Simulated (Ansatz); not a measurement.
Reaction (SMILES): C#N (CH-N) + H+ → C#[NH+]
B3LYP-D3(BJ)/def2-TZVP geometries, fixed; electronic energies without zero-point terms; positive where energy is released.

Energies in hartree at wB97M-V with Ansatz (a program for electronic structure); the proton affinity is their sum with the coefficients shown, times 627.509 kcal/mol a hartree; the bare proton counts zero. All functions are spherical. The program fits the integrals of some runs and decomposes those of others, by size. The proton sits at the site shown, which need not be the one that binds it best. The functional holds VV10 correlation; no added dispersion term, no relativity.

```csv
species,coefficient,part,cc-pVDZ,cc-pVTZ,cc-pVQZ
C#N (CH-N),+1,wB97M-V,-93.39924,-93.42881,-93.43614
C#[NH+],-1,wB97M-V,-93.67584,-93.70694,-93.71380
```

Predict the proton affinity in cc-pV5Z (X = 5): let each wB97M-V step shrink by the ratio of the last two. Compare with the run.


- C#N (CH-N): steps -0.02957 and -0.00733, ratio 0.248, so wB97M-V -93.43796 (run: -93.43777).
- C#[NH+]: steps -0.03110 and -0.00686, ratio 0.221, so wB97M-V -93.71532 (run: -93.71526).
Predicted 174.05 kcal/mol; the run in cc-pV5Z gives 174.13, a miss of -0.08. Keeping the value in cc-pVQZ, 174.23, would miss by 0.11. All sums are of the energies as printed.
